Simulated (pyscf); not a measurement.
Structures and frequencies: ωB97X-D3(BJ)/def2-SVP in PySCF.

Task: Estimate by transition-state theory (the high-pressure limit) the rate constant of O=W(OH)(OH)(OH)–OH → O=W(=O)(OH)–OH + water (H₂O) (singlet surface; H–O, O–W broken, H–O formed) at 1200 K, with ωB97M-D3(BJ)/def2-TZVP energies (ideal gas, 1 atm, RRHO with modes under 100 cm⁻¹ raised to 100, one conformer, R ln 2 for chiral ones without a mode under 150 cm⁻¹; no tunnelling).

Result: The electronic barrier is 21.5 kcal/mol and the thermal terms add +2.9, so ΔG‡ = 24.4 kcal/mol. With k_BT/h = 2.50e+13 s⁻¹ and RT = 2.385 kcal/mol, k = 9.0e+08 s⁻¹, a half-life of 7.7e-10 s through this channel alone. Wigner's tunnelling factor for 1379i cm⁻¹ would be 1.11. A shift of 1 kcal/mol in the barrier changes k by a factor 1.5. On the product side the descent ends in an adduct with a O–W contact, 14.8 kcal/mol under the separated species and 24.0 kcal/mol under the saddle at ωB97X-D3(BJ)/def2-TZVP. What is counted as broken (O–W) persists as a longer contact in the product adduct; parting that adduct is a step of its own. This is the saddle that the search found; another between the same sides may lie lower. Elements past Kr carry the def2 core potentials, without spin-orbit coupling.
